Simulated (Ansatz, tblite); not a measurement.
# Cyclo-(H2SiS)2 (Si₂H₄S₂): rung by rung

An exercise on one series of results from a longer session: the logs are not shown, and one member is left open.

The runs use Ansatz 0.2.0, Gaussian basis; as each input shows.

Levels to be run: GFN1-xTB, GFN2-xTB, PBE-D4/def2-TZVP, r2SCAN-D4/def2-TZVP, HSE06-D4/def2-TZVP, BLYP-D4/def2-TZVP, PBE-QIDH/def2-TZVP, ωB97M-V/def2-TZVP, r2SCANh-D4/def2-TZVP, BHLYP-D4/def2-TZVP, CAM-B3LYP-D4/def2-TZVP, PBE-D4/def2-SVP, PBE0-D4/def2-SVP, HF/STO-3G, PBE0-D4/def2-TZVPD, PBE-D4/def2-TZVPD, r2SCAN-D4/def2-TZVPD, CCSD(T)/def2-TZVPP, MP2/def2-TZVP, RPA/def2-TZVP.

## The structure

The singlet was relaxed beforehand with PBE0-D4/def2-SVP.

8 atoms, charge 0, spin multiplicity 1.

Bond lengths: Si1–H2 1.490 Å, Si1–H3 1.490 Å, Si1–S4 2.156 Å, Si1–S8 2.156 Å, S4–Si5 2.156 Å, Si5–H6 1.490 Å, Si5–H7 1.490 Å, Si5–S8 2.156 Å. Angles: H2–Si1–H3 109.1°, H2–Si1–S4 112.2°, H2–Si1–S8 112.2°, H3–Si1–S4 112.2°, H3–Si1–S8 112.1°, S4–Si1–S8 98.8°, Si1–S4–Si5 81.2°, S4–Si5–H6 112.2°, S4–Si5–H7 112.2°, S4–Si5–S8 98.8°, H6–Si5–H7 109.1°, H6–Si5–S8 112.2°, H7–Si5–S8 112.1°, Si1–S8–Si5 81.2°.

PBE0-D4/def2-TZVP was run before; its log isn't repeated, and its numbers join the tables.

Set-up of the first run:

Tight binding, by tblite at 300 K electronic temperature and without a spin-polarisation term:

```python
tblite.interface.Calculator('GFN1-xTB', numbers, positions, charge=0, uhf=0).singlepoint()
```

Tight binding, by tblite at 300 K electronic temperature and without a spin-polarisation term:

```python
tblite.interface.Calculator('GFN2-xTB', numbers, positions, charge=0, uhf=0).singlepoint()
```

start.molden holds the orbitals of an earlier run on this state, given as this run's starting guess.

The input, in.yaml:

```yaml
crystal:
  periodic: [false, false, false]
  atoms:
    - {symbol: Si, position_ang: [-0.039177, -0.667667, -1.232573]}
    - {symbol: H, position_ang: [-1.146292, -0.585398, -2.226372]}
    - {symbol: H, position_ang: [1.021755, -1.572757, -1.757377]}
    - {symbol: S, position_ang: [-0.737053, -1.275870, 0.714354]}
    - {symbol: Si, position_ang: [0.038792, 0.667561, 1.232647]}
    - {symbol: H, position_ang: [-1.020262, 1.573538, 1.759652]}
    - {symbol: H, position_ang: [1.147656, 0.583882, 2.224410]}
    - {symbol: S, position_ang: [0.734580, 1.276721, -0.714743]}
basis:
  gaussian: {orbitals: def2-TZVP, initial_orbitals: start.molden}
hamiltonian: {xc: pbe, dispersion: d4}
scf: {omitted_lower_state_checks: [starts]}
output: {orbitals: {seedname: orbitals}}
```

Launch:

```sh
ansatz run in.yaml --threads 4 --pin off --events-out ev --progress --plain --max-ram 3916MiB
```

Among the steps run: PBE-D4/def2-TZVP; r2SCAN-D4/def2-TZVP; HSE06-D4/def2-TZVP; BLYP-D4/def2-TZVP; PBE-QIDH/def2-TZVP; ωB97M-V/def2-TZVP; r2SCANh-D4/def2-TZVP; BHLYP-D4/def2-TZVP; CAM-B3LYP-D4/def2-TZVP; PBE-D4/def2-SVP; PBE0-D4/def2-SVP; HF/STO-3G; PBE0-D4/def2-TZVPD; PBE-D4/def2-TZVPD; r2SCAN-D4/def2-TZVPD; CCSD(T)/def2-TZVPP; MP2/def2-TZVP; RPA/def2-TZVP.

One of the session's tables, all rows but one given; the rest of the session is left out.

It belongs to the step «Levels side by side». 

```
                 level  HOMO (eV)  LUMO (eV)  gap (eV)
             HF/STO-3G      -6.92       9.03     15.95
       PBE-D4/def2-SVP      -6.39      -1.75      4.64
      PBE-D4/def2-TZVP      -6.45      -1.89      4.56
     PBE-D4/def2-TZVPD      -6.49      -2.01      4.48
     BLYP-D4/def2-TZVP      -6.29      -1.70      4.59
   r2SCAN-D4/def2-TZVP      -6.74      -1.57      5.18
  r2SCAN-D4/def2-TZVPD      -6.76      -1.65      5.11
  r2SCANh-D4/def2-TZVP      -7.18      -1.28      5.90
      PBE0-D4/def2-SVP      -7.63      -0.92      6.70
     PBE0-D4/def2-TZVP      -7.64      -1.04      6.60
    PBE0-D4/def2-TZVPD      -7.66      -1.19      6.48
    HSE06-D4/def2-TZVP      -7.25      -1.41      5.83
    BHLYP-D4/def2-TZVP      -8.70      -0.08      8.62
CAM-B3LYP-D4/def2-TZVP          ?          ?         ?
     ωB97M-V/def2-TZVP      -9.78       0.74     10.52
```

**Question.** Estimate the row for CAM-B3LYP-D4/def2-TZVP.

The run gave: HOMO (eV): -8.92; LUMO (eV): 0.03; gap (eV): 8.94. In the column «HOMO (eV)» it lies between ωB97M-V/def2-TZVP (-9.78) and BHLYP-D4/def2-TZVP (-8.70).
